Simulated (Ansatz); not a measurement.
**Bulk modulus B0 of some transition metals**

Method: PBEsol (PAW; Ansatz, an electronic-structure program). References are measured values corrected to a static lattice. The table is a random draw of 8 from 22 solids with such references.

Values in GPa.

```csv
solid,reference,PBEsol,error (%)
bcc Ta,198,?,?
fcc Cu,144,168,+16.7
hcp Ti,108,119,+10.2
hcp Co,193,242,+25
hcp Ru,318 (318–336),346,+8.8
fcc Ni,192 (186–195),229,+19.3
hcp Y,41.7 (37.3–41.7),42.3,+1.4
fcc Pd,195 (187–198),204,+4.6
```

Question: Estimate the withheld PBEsol value.

Answer: The errors of the other rows run from +1.4 % to +25 %, with a median of +10.2 %; carried to the reference 198 it gives 218 GPa. The run gives 208 GPa (+5.1 %), -4.6 % from the estimate; the row was drawn at random, and such an estimate is rough. Over these 8 solids the mean error is +11.4 %, the mean absolute error 11.4 % (median 9.5 %), and the worst case hcp Co at +25 %; the value is above the reference in 8 of 8 cases. Over all 22, from unrounded values, the mean error is +8.8 % and the mean absolute error 9.2 % (median 5.9 %).

All these references are brought to a static lattice.

Spin–orbit coupling is left out, also for the solids with elements from indium on (bcc Ta); its size isn't shown.

In Ansatz's fits of the non-cubic solids, shape and atoms are relaxed at each volume.

Brackets give the range of the sources taken for a reference, where it is wide; it can hold other temperatures.

Differences are worked out from the printed values.

Each level is taken at its own relaxed cell. Ansatz's density-functional and Hartree–Fock values are scalar-relativistic unless marked +SOC, with PAW data made under PBE.

Ansatz's runs of these crystals have no spin polarisation, but for hcp Co, fcc Ni.

Density-functional runs with spin start from parallel moments for hcp Co, parallel moments for fcc Ni.

Not in this set, of the transition metals with a reference value in our tables and a result at some level: 3 for sources at odds; 1 for a reference at room or unstated temperature. These can be a level's best or worst cases. Solids without a released value at any level aren't counted. Layered and molecular crystals are counted apart. The metals Ce to Yb are counted apart.

References as tabulated in doi:10.1021/acs.jctc.3c00612; Mejia-Rodriguez and Trickey (2018), arXiv:1807.09216; Levämäki et al. (2014), arXiv:1402.3671.
